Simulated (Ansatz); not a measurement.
How far each method lies from UCCSDT(Q) for Al–NH–P⁺, quartet

Geometry: that of the Al–NH–P, triplet, kept fixed. The doublet lies 1.4 eV lower here.

```yaml
atoms:
  - { symbol: Al, position_ang: [0.0000, 0.1944, 1.6318] }
  - { symbol: P, position_ang: [0.0000, 0.1961, -1.4254] }
  - { symbol: N, position_ang: [0.0000, -0.6861, 0.0149] }
  - { symbol: H, position_ang: [0.0000, -1.6967, -0.0856] }
```

Basis cc-pVTZ; Ansatz 0.2.0. Only valence electrons are correlated (noble-gas cores frozen), which leaves 13 electrons in 101 orbitals. R marks a restricted (for open shells ROHF) determinant, U an unrestricted one.

Full CI isn't at hand for all of this; UCCSDT(Q) serves as the reference, and is uncertain by the last step of the cluster series or more. The frozen core follows each run's orbitals, which can shift R against U totals by a few meV.

* UHF ⟨S²⟩: 3.786
* T1 diagnostic (RCCSD): 0.0347
* largest doubles amplitude (RCCSD): 0.035
* T1 diagnostic (UCCSD): 0.0323

```tsv
level	E − E(UCCSDT(Q)) (meV)	share of correlation (%)	wall time
RHF	10574	0.00	–
UHF	10351	2.11	–
RMP2	1126	89.35	–
UMP2	1184	88.80	–
RCCSD	573	94.58	–
UCCSD	565	94.66	–
RCCSD(T)	70	99.34	25 s (H100)
UCCSD(T)	70	99.33	21 s (H100)
BCCD(T)	70	99.34	16 s (H100)
RCCSDT	42	99.61	–
UCCSDT	39	99.63	–
RCCSDT(Q)	9	99.92	86 s (H100)
```

The correlation energy at UCCSDT(Q), counted from RHF, is -10.574 eV. That run took 45 s on 2 threads of AMD EPYC 7R13 with a shared H100 80 GB, shared host.

Times hold each run's SCF and search for its determinant on a shared host, so for small cases they say little of a method's own cost. Some runs computed forces too.
